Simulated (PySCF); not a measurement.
Compound: PF₃.
Bonds: F1–P2, P2–F3, P2–F4.

Method: PBE0-D3(BJ)/def2-SVP geometry optimisation, gas phase (PySCF); density fitting, grid level 1; the optimiser is geomeTRIC in internal coordinates, started from a GFN2-xTB structure with every atom displaced at random (about 0.01 Å).

Geometry at step 1:
```
atom  x, y, z in Å
F1     -0.8598   -1.0543   -0.3698
P2      0.0197   -0.1135    0.5659
F3      1.3965   -0.1569   -0.2547
F4     -0.5185    1.2967    0.0236
```

Task: What forces act on the atoms?

Result: 
```tsv
atom	Fx (eV/Å)	Fy (eV/Å)	Fz (eV/Å)
F1	0.075	-0.004	-0.201
P2	0.160	0.283	0.251
F3	-0.363	0.006	-0.022
F4	0.129	-0.285	-0.029
```

The largest, 0.41 eV/Å, acts on P2; the rms over all components is 0.193 eV/Å. The forces sum to zero within rounding, as they must for an isolated molecule in no field.

Task: Give the force on P2 in Eh/bohr and in nN.

Result: 0.411 eV/Å ÷ 51.422 = 0.00800 Eh/bohr, and 0.411 eV/Å × 1.602 = 0.66 nN.

Task: How far is this geometry from the end of the optimisation?

Result: 0.010 eV above it, and 0.016 Å rms away after alignment. The bonds farthest from their final lengths, with half the difference of the two atoms' forces along the bond (positive lengthens):

```
 bond  now (Å)  final (Å)  force along bond (eV/Å)
P2–F4    1.604      1.596                    -0.20
P2–F3    1.603      1.596                    -0.15
F1–P2    1.592      1.596                    +0.24
```

The angle farthest from its final value is F1–P2–F3, 99.1° against 97.3°.

The cost below is that of the whole optimisation. On one thread, Arm Neoverse V1 (aarch64), shared host with 32 logical CPUs at a one-minute load of 3.2, this took 4.5 s of wall time and 0.28 GiB of memory at its peak.
